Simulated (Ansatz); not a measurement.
[OH···H···GeH$_{3}$], doublet along the distance O1-H3

Starting geometry:

```xyz
7

O    -2.6235   -0.0100    0.0000
H    -2.8728    0.9166    0.0000
H    -1.6640   -0.0100    0.0000
Ge    0.5965   -0.0100    0.0000
H     1.0651   -1.4759    0.0000
H     1.0651    0.7230   -1.2695
H     1.0651    0.7230    1.2695
```

From there H3 is moved from one fragment to the other while all else, the fragments' distance too, stays fixed, so the hump isn't the reaction's barrier; atoms are numbered as listed. Energies are in kJ/mol, counted from the starting geometry at the same level. Kohn–Sham curves are unrestricted where that lies lower.

Basis cc-pVDZ; Ansatz 0.2.0. Only valence electrons are correlated (noble-gas cores and the filled d shells of p-block atoms frozen). Prefix R: restricted or restricted open-shell reference; prefix U: unrestricted. No spin–orbit coupling is included, and no scalar relativity.

In so small a basis the reference is far from its limit while semilocal and hybrid functionals are nearer theirs (RPA and double hybrids share much of the reference's basis error), so the functionals' errors here hold much of the reference's basis and frozen-core error, which can add to them or hide them.

Full CI isn't at hand for all of this; UCCSDT(Q) serves as the reference, and is uncertain by about the last step of the cluster series.

```
distance O1-H3 (Å)  UCCSDT(Q)    PBE  r2SCAN   PBE0  B3LYP  BHLYP  wB97X-V  wB97M-V  B2PLYP  RPA-PBE
             0.892       15.4   21.5    18.3   17.0   17.9   13.2     17.3     16.5    16.3     17.2
             0.960        0.0    0.0     0.0    0.0    0.0    0.0      0.0      0.0     0.0      0.0
             1.064       18.2    6.7    11.6   14.2   12.3   20.2     14.4     15.9    15.7     14.8
             1.168       58.0   34.0    43.3   48.8   44.5   60.0     49.9     53.5    52.2     49.9
             1.273       98.1   63.7    76.0   83.4   76.9   96.7     85.6     92.4    89.8     84.1
             1.377      123.6   85.8    98.3  105.7   97.9  115.8    108.0    118.1   114.6    105.2
             1.481      130.6   98.9   108.4  114.5  106.4  116.8    114.8    127.1   122.7    112.1
             1.586      126.5  107.3   111.6  115.9  108.3  109.5    113.1    126.1   121.4    111.2
             1.690      124.3  118.4   116.9  119.7  113.1  105.8    113.9    126.8   122.1    112.6
```

(1) Judged by the spread of the error over the points with a reference (largest less smallest), which of these follows UCCSDT(Q) best and which worst?

## Answers

(1) Subtracting the UCCSDT(Q) column from each: best wB97M-V (errors from -5.7 to 2.5, spread 8.2 kJ/mol), worst PBE (from -37.9 to 6.1, spread 44.0 kJ/mol). Functionals and wave-function methods converge differently with the basis, so part of this is basis effect.
